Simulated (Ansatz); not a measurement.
**Loss of C2H6: C3H6N → CN + C2H6**

Species: C3H6N `C=CC[NH]`, doublet; CN, doublet; C2H6 (ethane) `CC`, singlet. 

Shapes, held fixed at every level: PBE0-D4/def2-TZVP. Flexible molecules stand in one conformer, not always the lowest. Programs: Ansatz 0.2.0. The zero-point and thermal change to 298 K, harmonic and unscaled (PBE0-D4/def2-TZVP), is -3.5 kJ/mol.

Q: Estimate ΔH(298 K) of this reaction.

A: B2PLYP/def2-TZVPP gives ΔH(298 K) = +101.3 kJ/mol; the levels span +101.3 to +166.6. The median of the levels is +129.8. No measured value is set beside it here. Spin contamination: CN (⟨S²⟩ up to 1.11). Open shells run unrestricted unless RO is named.

```tsv
level	kind	ΔH(298 K) (kJ/mol)
SPW92/def2-TZVPP	LDA	+166.6
PBE-D4/def2-TZVPP	GGA	+122.0
r2SCAN-D4/def2-TZVPP	meta-GGA	+128.1
B3LYP-D4/def2-TZVPP	global hybrid	+124.0
PBE0-D4/def2-TZVPP	global hybrid	+145.5
wB97M-V/def2-TZVPP	range-separated hybrid	+131.5
wB97X-V/def2-TZVPP	range-separated hybrid	+135.3
B2PLYP/def2-TZVPP	double hybrid	+101.3
```
